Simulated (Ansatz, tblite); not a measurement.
# The cluster Sn2Se+: rung by rung

An exercise on one series of results from a longer session: the logs are not shown, and one member is left open.

The runs use Ansatz 0.2.0, Gaussian basis; as each input shows.

Plan: GFN1-xTB, GFN2-xTB, PBE-D4/def2-TZVP, r2SCAN-D4/def2-TZVP, ωB97X-V/def2-TZVP, HF/def2-TZVP, r2SCANh-D4/def2-TZVP, PBE-QIDH/def2-TZVP, BLYP-D4/def2-TZVP, PBE+5HF/def2-TZVP, PBE+10HF/def2-TZVP, PBE+15HF/def2-TZVP, PBE+35HF/def2-TZVP, PBE+50HF/def2-TZVP, PBE-D4/def2-SVP, PBE0-D4/def2-SVP, CCSD(T)/def2-SVP, MP2/def2-TZVP, RPA/def2-TZVP.

1 further run of the same task is left out (set aside as unsound or not needed). Runs told in other sessions of the task aren't counted.

## The structure

The geometry is that of the doublet, from an earlier relaxation (r2SCAN-D4/def2-TZVP). At that level it is the lowest of the isomers that a small search found.

3 atoms, charge 1, spin multiplicity 2.

Bond lengths: Sn1–Se3 2.540 Å, Sn2–Se3 2.540 Å. Angles: Sn1–Se3–Sn2 77.2°.

Sn takes a core potential in the def2 sets. No spin-orbit coupling is included. The ion is computed in the gas phase, without counter-ions or solvent.

PBE0-D4/def2-TZVP was run before; its log isn't repeated, and its numbers join the tables.

Set-up of the first run:

Tight binding, by tblite at 300 K electronic temperature and without a spin-polarisation term:

```python
tblite.interface.Calculator('GFN1-xTB', numbers, positions, charge=1, uhf=1).singlepoint()
```

Tight binding, by tblite at 300 K electronic temperature and without a spin-polarisation term:

```python
tblite.interface.Calculator('GFN2-xTB', numbers, positions, charge=1, uhf=1).singlepoint()
```

start.molden holds the orbitals of an earlier run on this state, given as this run's starting guess.

File in.yaml:

```yaml
crystal:
  periodic: [false, false, false]
  atoms:
    - {symbol: Sn, position_ang: [-0.135676, -1.666677, -0.390638]}
    - {symbol: Sn, position_ang: [0.416416, 1.415581, -0.878377]}
    - {symbol: Se, position_ang: [-0.280740, 0.251096, 1.269015]}
basis:
  gaussian: {orbitals: def2-TZVP, initial_orbitals: start.molden}
total_charge: 1
magnetization: {spin_polarized: true, initial_magnetization: 1}
hamiltonian: {xc: pbe, dispersion: d4}
scf: {omitted_lower_state_checks: [starts]}
output: {orbitals: {seedname: orbitals}}
```

Launch:

```sh
ansatz run in.yaml --threads 4 --pin off --events-out ev --progress --plain --max-ram 3916MiB
```

Among the steps run: PBE-D4/def2-TZVP; r2SCAN-D4/def2-TZVP; ωB97X-V/def2-TZVP; HF/def2-TZVP; r2SCANh-D4/def2-TZVP; PBE-QIDH/def2-TZVP; BLYP-D4/def2-TZVP; PBE+5HF/def2-TZVP; PBE+10HF/def2-TZVP; PBE+15HF/def2-TZVP; PBE+35HF/def2-TZVP; PBE+50HF/def2-TZVP; PBE-D4/def2-SVP; PBE0-D4/def2-SVP; CCSD(T)/def2-SVP; MP2/def2-TZVP; RPA/def2-TZVP.

One table of the session follows, with a row left open; its other results are not shown here.

It belongs to the step «Levels side by side». 

```
               level  HOMO (eV)  LUMO (eV)  gap (eV)
        HF/def2-TZVP          ?          ?         ?
     PBE-D4/def2-SVP     -10.03      -9.23      0.81
    PBE-D4/def2-TZVP      -9.99      -9.15      0.84
   BLYP-D4/def2-TZVP      -9.74      -9.09      0.65
 r2SCAN-D4/def2-TZVP     -10.36      -8.93      1.43
r2SCANh-D4/def2-TZVP     -10.65      -8.67      1.99
    PBE0-D4/def2-SVP     -10.87      -8.52      2.35
   PBE0-D4/def2-TZVP     -10.83      -8.43      2.40
   ωB97X-V/def2-TZVP     -12.55      -6.71      5.85
   PBE+5HF/def2-TZVP     -10.16      -9.01      1.15
  PBE+10HF/def2-TZVP     -10.32      -8.86      1.46
  PBE+15HF/def2-TZVP     -10.49      -8.72      1.77
  PBE+35HF/def2-TZVP     -11.17      -8.14      3.02
  PBE+50HF/def2-TZVP     -11.68      -7.71      3.97
```

Q: Estimate the row for HF/def2-TZVP from the others.

The run gave: HOMO (eV): -12.63; LUMO (eV): -5.29; gap (eV): 7.34. In the column «HOMO (eV)» it is the lowest.
